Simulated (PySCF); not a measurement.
Species: C3H3 (doublet state).
Bonds: C1–C2, C2–C3 (double), C1–C3. Hydrogens: H4 on C1; H5 on C2; H6 on C3.

Structure optimised with GFN2-xTB, isolated species. This method treats the open shell by occupation alone, without spin polarisation.

(1) What internal coordinates does the optimisation give?

Answers

(1) 
```
        bond  length (Å)
C1–C2, C1–C3       1.467
       C2=C3       1.322
       C1–H4       1.078
C2–H5, C3–H6       1.063
```

Bonds in one row agree within 0.01 Å and their mean is given. A selection of angles:
```
   angle  degrees
C2–C1–C3     53.6
C2–C1–H4    128.0
C1–C2–C3     63.2
C1–C2–H5    148.2
C3–C2–H5    148.6
```

The 3-membered ring C1–C2–C3 has internal angles of 53.6° to 63.2°. C1 (carbon bonded to 2 C and H) is pyramidal (angles 128.0°, 127.9° and 53.6°, sum 309.4°, 0.47 Å off the plane of its three neighbours). The 3 C–C bonds span 1.322 Å (C2=C3, drawn double in one of several resonance forms) to 1.467 Å (C1–C2, drawn single in one of several resonance forms), a spread of 0.145 Å.

Point group: Cs (tolerance 0.08 Å). GFN2-xTB frequencies: not computed here.
